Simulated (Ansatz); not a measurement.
Relaxation of H$_{4}$OSi (6 atoms, charge 0, multiplicity 1), to a largest force component of 0.03 eV/Å in at most 50 steps.

Method: Ansatz, RKS B3LYP-D4/def2-SVP.

```xyz
6
Properties=species:S:1:pos:R:3:forces:R:3
Si 0.227 -0.015 0.041 0.38 -0.06 0.35
O 0.631 -0.105 1.655 -0.63 -0.03 0.62
H -0.046 -0.188 2.336 -0.06 0.01 -0.02
H 1.625 0.045 -0.359 0.41 0.07 -1.04
H -0.535 1.205 -0.366 -0.06 -0.05 0.07
H -0.482 -1.223 -0.487 -0.04 0.06 0.03
```

Problem. Where does it end, and by what steps?

Solution. The run converged. After 4 steps the energy has fallen by 0.173 eV; H4 moved furthest, 0.22 Å.

| step | energy less start (eV) | largest force component (eV/Å) | accepted |
| --- | --- | --- | --- |
| 0 | 0.0000 | 1.040 | yes |
| 1 | -0.1585 | 0.285 | yes |
| 2 | -0.1692 | 0.163 | yes |
| 3 | -0.1726 | 0.085 | yes |
| 4 | -0.1733 | 0.012 | yes |

```xyz
6
Properties=species:S:1:pos:R:3
Si 0.301 -0.021 0.079
O 0.594 -0.114 1.720
H -0.170 -0.173 2.305
H 1.631 0.055 -0.575
H -0.500 1.189 -0.281
H -0.436 -1.218 -0.430
```

Time of the run: 7.8 s on 1 thread of AMD EPYC 7R43 64-Core Processor (Zen 3), on a shared host, peak memory 0.12 GiB.
